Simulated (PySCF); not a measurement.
Stepwise substitution at one centre (Al Cl-NH2). Gas-phase values, no solvent. Strings in code marks are SMILES.

Computed with PBE-D3(BJ)/def2-TZVP run with PySCF 2.14.0. All candidates: neutral, multiplicity 1. Excitations are Tamm–Dancoff values on a coarser integration grid. The basis has no diffuse functions, so Rydberg states are missing or too high.

- LUMO: -2.23 eV
- S1 excitation (TDA): 5.84 eV
- dipole moment: 0.00 D

**Question.** Which member has these values?
(A) `[NH2][Al]([NH2])[Cl]`
(B) `[NH2][Al]([Cl])[Cl]`
(C) `[Cl][Al]([Cl])[Cl]`
(D) `[NH2][Al]([NH2])[NH2]`

**Answer.** C, `[Cl][Al]([Cl])[Cl]`. The others give `[NH2][Al]([Cl])[Cl]`: -1.53 eV, 5.18 eV, 2.35 D; `[NH2][Al]([NH2])[NH2]`: -0.55 eV, 4.82 eV, 0.00 D; `[NH2][Al]([NH2])[Cl]`: -0.96 eV, 4.94 eV, 2.49 D
